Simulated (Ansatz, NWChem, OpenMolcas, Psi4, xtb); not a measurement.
A small benchmark: dipole moment

6 molecules with nitrogen; the dipole moment in D, computed less measured. Shapes, held fixed at every level: PBE0-D4/def2-TZVP. No vibrational averaging. Dipoles are compared by magnitude; molecules under 1 D, whose direction can flip, are left out. Programs: Ansatz 0.2.0, NWChem 7.3.0, OpenMolcas 26.06, Psi4 1.11, xtb 6.7.1. A level may come from different programs for different species; with the same settings they agree closely. Measured values: NIST CCCBDB.

Levels: A = GFN2-xTB; B = HF/def2-SVP; C = B3LYP/6-31G* (spherical functions); D = B3LYP-D4/def2-TZVPP.

```csv
molecule,measured,A,B,C,D
NOF (SMILES O=NF),1.81,-0.31,-0.24,-0.70,-0.42
NH3 (ammonia),1.47,+0.35,+0.30,+0.37,+0.13
CH3N (methanimine),2.00,-0.04,+0.20,-0.06,-0.01
C2H3N (acetonitrile),3.92,-0.07,+0.13,-0.13,+0.08
C2H5N (N-methylmethanimine),1.53,0.00,+0.21,-0.13,-0.06
C3H3NO (oxazole),1.50,+0.20,+0.02,+0.05,+0.06
```

(1) Sum up the errors.

Results:

(1) 
```
                             level            kind  mean error  mean absolute error  worst case
                          GFN2-xTB  semi-empirical      +0.022                0.162         NH3
                       HF/def2-SVP    Hartree–Fock      +0.103                0.183         NH3
B3LYP/6-31G* (spherical functions)   global hybrid      -0.100                0.240         NOF
               B3LYP-D4/def2-TZVPP   global hybrid      -0.037                0.127         NOF
```

On this set B3LYP-D4/def2-TZVPP has the smallest mean absolute error and B3LYP/6-31G* (spherical functions) the largest. Without NOF the largest would be that of HF/def2-SVP. HF/def2-SVP is too high in 5 of 6. The levels differ in basis as well as in method. The tabulated value of NOF is in doubt (older tables, estimates, or at odds with other calculations) and kept here. Over the 5 molecules whose values aren't doubted the mean absolute errors are A 0.132; B 0.172; C 0.148; D 0.068. The set is small.
